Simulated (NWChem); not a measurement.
The numbers come from NWChem runs, not from measurements. System: H$_{2}$Si, charge 0, spin multiplicity 3, at a geometry optimised with UB3LYP/def2-SVP. The structure started from a generated list of species. Its SCF solution wasn't tested for a lower state. Level: UMP2/def2-TZVP, 5 core orbitals frozen.

Job file:

```
start mol
memory heap 200 mb stack 900 mb global 1100 mb
geometry units angstroms nocenter noautoz
  Si     0.000000     0.000000    -0.095091
  H      1.286679     0.000000     0.665639
  H     -1.286679     0.000000     0.665639
  symmetry group C2v
end
basis spherical
  * library def2-tzvp
end
scf
  uhf
  nopen 2
  maxiter 100
  thresh 1e-7
  semidirect memsize 60000000 filesize 0
  # guess.movecs holds the orbitals of an unrestricted PBE0 run
  vectors input guess.movecs output mol.movecs
end
mp2
  freeze core 5
end
task mp2 energy
```

Part of the output:

```
             Northwest Computational Chemistry Package (NWChem) 7.3.0
             --------------------------------------------------------

                                NWChem Input Module
                                -------------------

 Scaling coordinates for geometry "geometry" by  1.889725989
 (inverse scale =  0.529177249)

 Turning off AUTOSYM since
 SYMMETRY directive was detected!

                             Geometry "geometry" -> ""
                             -------------------------

 Output coordinates in angstroms (scale by  1.889725989 to convert to a.u.)

  No.       Tag          Charge          X              Y              Z
 ---- ---------------- ---------- -------------- -------------- --------------
    1 Si                  14.0000     0.00000000     0.00000000    -0.09509100
    2 H                    1.0000     1.28667900     0.00000000     0.66563900
    3 H                    1.0000    -1.28667900     0.00000000     0.66563900

 Effective nuclear repulsion energy (a.u.)      10.1183610426

            Nuclear Dipole moment (a.u.)
            ----------------------------
        X                 Y               Z
 ---------------- ---------------- ----------------
     0.0000000000     0.0000000000     0.0000075589

      Symmetry information
      --------------------

 Group name             C2v
 Group number             16
 Group order               4
 No. of unique centers     2

      Symmetry unique atoms

     1    2


 Summary of "ao basis" -> "" (spherical)
 ------------------------------------------------------------------------------
       Tag                 Description            Shells   Functions and Types
 ---------------- ------------------------------  ------  ---------------------
 *                         def2-tzvp                  on all atoms

 Summary of "ao basis" -> "ao basis" (spherical)
 ------------------------------------------------------------------------------
       Tag                 Description            Shells   Functions and Types
 ---------------- ------------------------------  ------  ---------------------
 Si                        def2-tzvp                13       37   5s5p2d1f
 H                         def2-tzvp                 4        6   3s1p

                                 NWChem SCF Module
                                 -----------------

  ao basis        = "ao basis"
  functions       =    49
  atoms           =     3
  alpha electrons =     9
  beta  electrons =     7
  charge          =   0.00
  wavefunction    = UHF
  use symmetry    = T
  symmetry adapt  = T

 Summary of "ao basis" -> "ao basis" (spherical)
 ------------------------------------------------------------------------------
       Tag                 Description            Shells   Functions and Types
 ---------------- ------------------------------  ------  ---------------------
 Si                        def2-tzvp                13       37   5s5p2d1f
 H                         def2-tzvp                 4        6   3s1p

      Symmetry analysis of basis
      --------------------------

        a1         21
        a2          4
        b1         14
        b2         10

 Forming initial guess at       0.0s

   Symmetry analysis of molecular orbitals - initial alpha
   -------------------------------------------------------

  Numbering of irreducible representations:

     1 a1          2 a2          3 b1          4 b2

  Orbital symmetries:

     1 a1          2 a1          3 b2          4 a1          5 b1
[...]
  Mulliken analysis of the alpha density
  --------------------------------------

    Atom       Charge   Shell Charges
 -----------   ------   -------------------------------------------------------
    1 Si  14     7.96   1.00  0.30  0.69  0.52  0.35  2.08  0.85  0.33  1.18  0.60  0.03  0.04  0.00
    2 H    1     0.52   0.12  0.28  0.11  0.01
    3 H    1     0.52   0.12  0.28  0.11  0.01

   Mulliken analysis of the beta density
   -------------------------------------

    Atom       Charge   Shell Charges
 -----------   ------   -------------------------------------------------------
    1 Si  14     6.04   1.00  0.29  0.70  0.35  0.19  2.04  0.88  0.16  0.29  0.07  0.03  0.04  0.01
    2 H    1     0.48   0.11  0.26  0.11  0.00
    3 H    1     0.48   0.11  0.26  0.11  0.00

   Mulliken analysis of the spin density
   -------------------------------------

    Atom       Charge   Shell Charges
 -----------   ------   -------------------------------------------------------
    1 Si  14     1.93   0.00  0.01 -0.01  0.17  0.16  0.04 -0.03  0.17  0.89  0.53  0.00  0.01 -0.00
    2 H    1     0.04   0.01  0.02  0.00  0.00
    3 H    1     0.04   0.01  0.02  0.00  0.00

       Multipole analysis of the density wrt the origin
       ------------------------------------------------

     L   x y z        total         alpha         beta         nuclear
     -   - - -        -----         -----         ----         -------
     0   0 0 0     -0.000000     -9.000000     -7.000000     16.000000

     1   1 0 0      0.000000      0.000000     -0.000000      0.000000
     1   0 1 0      0.000000      0.000000      0.000000      0.000000
     1   0 0 1     -0.051190      0.671426     -0.722623      0.000008

     2   2 0 0    -11.355431    -13.307241     -9.872291     11.824100
     2   1 1 0     -0.000000     -0.000000      0.000000      0.000000
     2   1 0 1     -0.000000     -0.000000      0.000000      0.000000
     2   0 2 0    -12.386507     -9.808415     -2.578091      0.000000
     2   0 1 1     -0.000000     -0.000000      0.000000      0.000000
     2   0 0 2    -11.242083    -10.580711     -4.277941      3.616569

                   NWChem MP2 Semi-direct Energy/Gradient Module
                   ---------------------------------------------

  Basis functions       =     49
  Molecular orbitals    =     49
  Frozen core           =      5
  Frozen virtuals       =      0
  Active alpha occupied =      4
  Active beta occupied  =      2
  Active alpha virtual  =     40
  Active beta virtual   =     42
  Use MO symmetry       = T
  Use skeleton AO sym   = T

  AO/Fock/Back tols     =   1.0D-09  1.0D-09  1.0D-09

 GA uses MA = F    GA memory limited = T

 Available:
  local mem=  1.26D+08
 global mem=  1.44D+08
 local disk=  0.00D+00
  mp2_memr nvloc                    40
  nvloc new                    40
   1 passes of   4:        3145728                      12894                    670572.
   1 passes of   4: M    126152897           G      144174398           F     123007169.

 Semi-direct pass number   1 of   1  for UHF alpha       at        0.3s
  vrange nnbf                  1225
  mp2_eaftype                    10  avail_ma_in_mb                  1099
 EAF : mp2_eaftype filesize          10     335286.
  mp2_eaf for mointskh                     10
Node 0 wrote      1.6 Mb in      0.0 s     Agg I/O rate:  2525.4 Mb/s
 Done moints_semi at        0.5s
  mp2_eaftype                    10  avail_ma_in_mb                  1089
 EAF : mp2_eaftype filesize          10     335286.
  mp2_eaf for kh                    10
 Done maket at        0.5s
 Done multipass loop at        0.5s

 GA uses MA = F    GA memory limited = T

 Available:
  local mem=  1.26D+08
 global mem=  1.44D+08
 local disk=  0.00D+00
  mp2_memr nvloc                    42
  nvloc new                    42
   1 passes of   2:        3145728                       9096                    354032.
   1 passes of   2: M    126152897           G      144174398           F     123007169.

 Semi-direct pass number   1 of   1  for UHF beta        at        0.5s
  vrange nnbf                  1225
  mp2_eaftype                    10  avail_ma_in_mb                  1099
 EAF : mp2_eaftype filesize          10     177016.
  mp2_eaf for mointskh                     10
Node 0 wrote      0.8 Mb in      0.0 s     Agg I/O rate:  2988.2 Mb/s
 Done moints_semi at        0.8s
  mp2_eaftype                    10  avail_ma_in_mb                  1089
 EAF : mp2_eaftype filesize          10     177016.
  mp2_eaf for kh                    10
 Done maket at        0.8s
 Done multipass loop at        0.8s

          -------------------------------------------
          SCF energy                -290.019148751622
          Correlation energy          -0.083578263302
          Singlet pairs                0.000000000000
          Triplet pairs                0.000000000000
          Total MP2 energy          -290.102727014923
          -------------------------------------------

          ---------------------------------------------------
                    Spin Component Scaled (SCS) MP2
          Same spin pairs                     -0.014860528861
          Same spin scaling factor             0.333333333333
          Opposite spin pairs                 -0.068717734441
          Opposite spin scaling fact.          1.200000000000
          SCS-MP2 correlation energy          -0.087414790950
          Total SCS-MP2 energy              -290.106563542571
          ---------------------------------------------------

 -----------------------
 Performance information
 -----------------------

 Timer overhead =  9.64D-08 seconds/call

               Nr. of calls         CPU time (s)                 Wall time (s)                GFlops
             ---------------    -------------------     ------------------------------   -------------------
Name         Min   Avg   Max    Min     Avg     Max     Min     Avg     Max   Mx/calls   Min     Max     Sum
mp2: moin     2     2     2   0.49    0.49    0.49     0.49    0.49    0.49    0.25      0.0     0.0     0.0
mp2: make     2     2     2   9.08E-3 9.08E-3 9.08E-3  9.08E-3 9.08E-3 9.08E-3 4.54E-3   0.0     0.0     0.0
mp2: tota     1     1     1   0.54    0.54    0.54     0.54    0.54    0.54    0.54      0.0     0.0     0.0

 The average no. of pstat calls per process was 5.00D+00
 with a timing overhead of 4.82D-07s

 Task  times  cpu:        0.8s     wall:        0.8s

 Total times  cpu:        0.8s     wall:        0.8s
```
